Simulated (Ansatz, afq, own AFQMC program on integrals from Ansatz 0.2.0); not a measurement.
**Where AFQMC and coupled cluster stand for NH3⁺, doublet**

```yaml
atoms:
  - { symbol: N, position_ang: [0.0063, 0.0001, 0.0000] }
  - { symbol: H, position_ang: [0.9242, 0.0124, -0.0001] }
  - { symbol: H, position_ang: [-0.5176, 0.8800, -0.0028] }
  - { symbol: H, position_ang: [-0.4938, -0.8936, 0.0028] }
```

Basis 6-31G. Only valence electrons are correlated. AFQMC by an in-house program on the Cholesky factors that Ansatz 0.2.0 writes for its CCSD(T) run. ph-AFQMC/CISD is guided by a CISD state made of CCSD amplitudes; releasing the constraint for a short imaginary time cuts its bias at the price of noise, slowly where states lie close. Error bars are statistical, one sigma.

Determinant: UHF, the one that the program's search chose, which needn't be the lowest solution. The geometry is a point of a scan.

Full CI on the same integrals is exact in this basis and with this determinant's frozen core.

```
T1 diagnostic                               : 0.0065
weight of the determinant in the CISD state : 0.962
⟨S²⟩ of the determinant                     : 0.759
size of the correlated space                : 7 electrons in 14 orbitals
```

Reference: full CI, correlation energy -2.744 eV. The released energy is read at 2.40 1/Eh (meV from the phaseless value at times in 1/Eh: -0.5 ± 0.6 at 0.24, -0.4 ± 0.6 at 0.51, -0.3 ± 0.6 at 0.99, -1.5 ± 0.7 at 1.62, -0.6 ± 0.5 at 2.40).

| level | E − E(reference) (meV) | share of correlation (%) |
| --- | --- | --- |
| HF | 2744.0 | 0.00 |
| MP2 | 461.1 | 83.20 |
| CCSD | 28.5 | 98.96 |
| CCSD(T) | 7.8 | 99.72 |
| CCSDT | 4.0 | 99.85 |
| CCSDT(Q) | 0.3 | 99.99 |
| CCSDTQ | 0.1 | 100.00 |
| ph-AFQMC/CISD | 0.6 ± 1.0 | 99.98 |
| released AFQMC | 0.0 ± 0.5 | 100.00 |

CCSDT and higher add their correlation energy to the determinant of the CCSD(T) run, since their own runs factorise the integrals more tightly (a shift of under 2 meV). A walk keeps the symmetry of its determinant, which the program's search chose and which needn't be the lowest solution, so a lower state of the same spin and another symmetry isn't excluded. Released energies are given only where the last usable release times agree within the noise; a slower fall can still hide under it.
